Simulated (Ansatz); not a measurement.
# A point defect in Si

Theory: Ansatz 0.2.0, DFT PBE, scalar-relativistic, plane waves, PAW. Settings: 420 eV cutoff, 2×2×2 k-mesh, Gaussian smearing of 0.01 eV, collinear spin in charge 0 alone.

Host crystal, relaxed:

```xyz
2
Lattice="0.0000 2.7350 2.7350 2.7350 0.0000 2.7350 2.7350 2.7350 0.0000" Properties=species:S:1:pos:R:3 pbc="T T T"
Si    4.1026    4.1026    4.1026
Si    2.7350    2.7350    2.7350
```

Supercell of 16 atoms, rows in host cell vectors: 0 -2 2; 0 0 2; -2 0 2. Atoms relax at the host's cell from a start displaced at random by 0.06 Å near the defect, so other minima may exist. The cell is small, so energies carry finite-size errors of tenths of an eV. The host's Kohn–Sham gap is 0.61 eV. Atoms are taken from and returned to the elements' standard states. Charged cells are corrected for image charges with the computed static dielectric tensor (mean 13.0) and aligned with the host's potential at far atoms (alignment terms reach 0.09 eV; the program doubts the alignment in some charges, where it is up to 0.09 eV). No band-filling term is added, and the Fermi level counts from the host's valence band top.

Starting moments were lost in some runs.

The defect is a foreign atom on a Si site at (0.750, 0.750, 0.750) of the host cell.

| charge | E_f at the valence band top (eV) | over the neutral state (eV) | moment (μB) | largest move (Å) | atoms near the site |
| --- | --- | --- | --- | --- | --- |
| 0 | 0.57 | 0.00 | 0.25 | 0.04 | 2 Si at 2.38 Å, 1 Si at 2.39 Å, 1 Si at 2.42 Å |
| -1 | 1.09 | 0.52 | 0.00 | 0.03 | 4 Si at 2.36 Å |

Among the charges computed the stable one is 0 at the valence band top, changing to -1 at 0.52 eV. In charge 0 the cell has partly filled bands: a level of the defect may be part filled, the carrier may sit in the host's bands, or levels may cross between the k points, so transitions that involve it are doubtful. Without the alignment that the program doubts, the level (0/-1) would lie at 0.61 eV, outside the gap, so these runs don't decide whether the defect changes charge there. Fractional moments come from partly filled bands of the small cell.

**Question.** Which element is it? Judge by the nearest distance in charge 0 and covalent radii.
A. Na
B. Ga
C. Hf
D. W
E. Bi

**Answer.** B. The nearest neighbour is Si at 2.38 Å, and the summed covalent radii with Si are 2.59 Å for Bi, 2.33 Å for Ga, 2.86 Å for Hf, 2.77 Å for Na, 2.73 Å for W, so Ga fits best. Bonds can miss such sums by a tenth of an ångström or more.

Cost: 3 runs of about 4.3 core-minutes in all, on Intel Xeon Processor @ 2.10GHz (Emerald Rapids) (shared hosts).